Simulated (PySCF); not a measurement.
Magnetic shielding above rings: a mixed set.

NICS is the negative of the GIAO shielding at a point without a nucleus: at the ring centre (0) and 1 Å above and below it (1); zz is the component along the ring normal. Level: GIAO PBE0/pcSseg-1 (PySCF, non-relativistic, gas phase) on the GFN2-xTB geometries, one conformer each. Atom numbers follow the mapped SMILES.

**Question.** Order these rings by mean NICS(1)zz, lowest (most negative) first (ppm).
A. ring N3–C4–P5–C6–N8 in `[CH3:1][CH2:2][n:3]1[cH:4][p:5][c:6]([F:7])[n:8]1`
B. ring C2–C3–C4–Si5–C9 in `[CH3:1][C@@H:2]1[CH2:3][CH2:4][Si@:5]([Cl:6])([O:7][SiH3:8])[CH2:9]1`
C. ring C3–S4–C5–C6–C7 in `[cH:1]1[cH:2][c:3]2[s:4][cH:5][cH:6][c:7]2[s:8]1`
D. ring C5–C6–C7–C8–C9–C10 in `[SiH3:1][NH:2][SiH2:3][O:4][c:5]1[cH:6][cH:7][cH:8][cH:9][cH:10]1`
E. ring C3–C4–C5–C6–C7–C9 in `[CH3:1][CH2:2][c:3]1[cH:4][cH:5][cH:6][c:7]([O-:8])[cH:9]1` (charge -1)
F. ring N4–N5–C6–C7–N10 in `[CH2:1]=[CH:2][CH2:3][n:4]1[n:5][cH:6][c:7]([S:8][CH3:9])[n:10]1`
G. ring C2–C3–C4–Si5–C9 in `[CH3:1][C@@H:2]1[CH2:3][CH2:4][Si@@:5]([Cl:6])([O:7][SiH3:8])[CH2:9]1`

**Answer.** F (-30.4), D (-27.6), A (-26.3), C (-23.2), E (-16.7), B (-3.4), G (-1.0).

```json
{"SMILES": "C=CCn1ncc(SC)n1", "ring": "5-membered ring with 3 N; formal bonds all aromatic", "NICS(0)": "-12.2", "NICS(1)": "-12.5", "NICS(1)zz": "-30.4", "HOMA": "0.98", "rms pucker (Å)": "0.00", "ring atoms with four or more neighbours": "0"}
{"SMILES": "[SiH3]N[SiH2]Oc1ccccc1", "ring": "6-membered carbocycle; formal bonds all aromatic", "NICS(0)": "-9.6", "NICS(1)": "-11.1", "NICS(1)zz": "-27.6", "HOMA": "1.00", "rms pucker (Å)": "0.00", "ring atoms with four or more neighbours": "0"}
{"SMILES": "CCn1cpc(F)n1", "ring": "5-membered ring with 2 N and P; formal bonds all aromatic", "NICS(0)": "-13.4", "NICS(1)": "-11.5", "NICS(1)zz": "-26.3", "HOMA": "0.86", "rms pucker (Å)": "0.00", "ring atoms with four or more neighbours": "0"}
{"SMILES": "c1cc2sccc2s1", "ring": "5-membered ring with S; formal bonds all aromatic", "NICS(0)": "-11.4", "NICS(1)": "-10.3", "NICS(1)zz": "-23.2", "HOMA": "0.82", "rms pucker (Å)": "0.00", "ring atoms with four or more neighbours": "0"}
{"SMILES": "CCc1cccc([O-])c1", "ring": "6-membered carbocycle; formal bonds all aromatic", "NICS(0)": "-5.1", "NICS(1)": "-7.3", "NICS(1)zz": "-16.7", "HOMA": "0.81", "rms pucker (Å)": "0.00", "ring atoms with four or more neighbours": "0"}
{"SMILES": "C[C@@H]1CC[Si@](Cl)(O[SiH3])C1", "ring": "5-membered ring with Si; formal bonds all single", "NICS(0)": "-5.0", "NICS(1)": "-3.7", "NICS(1)zz": "-3.4", "HOMA": "–", "rms pucker (Å)": "0.19", "ring atoms with four or more neighbours": "5"}
{"SMILES": "C[C@@H]1CC[Si@@](Cl)(O[SiH3])C1", "ring": "5-membered ring with Si; formal bonds all single", "NICS(0)": "-4.4", "NICS(1)": "-3.8", "NICS(1)zz": "-1.0", "HOMA": "–", "rms pucker (Å)": "0.20", "ring atoms with four or more neighbours": "5"}
```

NICS(0) gives another order. The isotropic NICS(1) gives another order. Over the 5 rings with a HOMA value its correlation coefficient with NICS(1)zz is -0.80. HOMA uses Krygowski's 1993 parameters; it is left out where a ring has a four-coordinate atom, a triple bond, no multiple bond or a kind of bond without parameters. NICS(1) and NICS(1)zz are means over the two faces.
